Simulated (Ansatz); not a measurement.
**Worked example: correlation energy of B$_{2}$⁺, doublet**

Geometry: that of the B2⁺, quartet, kept fixed.

```xyz
2

B     0.0000    0.0000    0.0000
B     0.0000    0.0000    1.6282
```

Basis cc-pVTZ; Ansatz 0.2.0. Only valence electrons are correlated (noble-gas cores frozen), which leaves 5 electrons in 58 orbitals. R marks a restricted (for open shells ROHF) determinant.

Full CI is exact within this basis and frozen core; it isn't the basis-set limit.

RCCSD has a T1 diagnostic of 0.044 and a largest doubles amplitude of 0.35.

The cluster runs stand on a determinant 0.30 eV above the lowest RHF solution, chosen by a search with trial CCSD; the correlation energy below is counted from it.

Runs differ by some tens of microhartree through their thresholds and, for an open shell, their frozen cores, so steps under 0.03 kcal/mol mean nothing.

| level | total energy (hartree) |
| --- | --- |
| RHF determinant under the cluster runs | -48.763892 |
| RMP2 | -48.897674 |
| RCCSD* | -48.936611 |
| RCCSD(T)* | -48.949762 |
| RCCSDT* | -48.951301 |
| RCCSDT(Q)* | -48.952103 |
| full CI | -48.952154 |

Task: What is the correlation energy at full CI, and what share of it do RMP2 and RCCSD(T) recover?

Result: E(corr) = -48.952154 − (-48.763892) = -0.188262 hartree = -5.123 eV. RMP2: -0.133782 / -0.188262 = 71.06 %. RCCSD(T): -0.185870 / -0.188262 = 98.73 %.

Task: By how many kcal/mol does RCCSD(T) miss full CI (1 hartree = 627.509 kcal/mol), and which steps make up the rest?

Result: -48.949762 − (-48.952154) = 0.002392 hartree = 1.50 kcal/mol. Steps: RCCSDT − RCCSD(T) = -0.97, RCCSDT(Q) − RCCSDT = -0.50, full CI − RCCSDT(Q) = -0.03 kcal/mol. With more than one leading determinant such errors change with state and geometry, and needn't cancel in differences.

An asterisk marks runs whose energy the program itself flagged as in doubt.
